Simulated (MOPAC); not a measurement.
MOPAC input (MNDO):

```
MNDO 1SCF UHF MS=0.5 GEO-OK AUX(PRECISION=9) THREADS=1
AlF2

Al   -0.00224844 1    0.48080362 1    0.00489246 1
F     1.43233011 1   -0.34050959 1   -0.00814095 1
F    -1.42908236 1   -0.35398453 1    0.00107407 1
```

Q: What heat of formation does the run end on, and which ionisation energy by Koopmans theorem?

A: -167.15 kcal/mol; 8.91 eV.
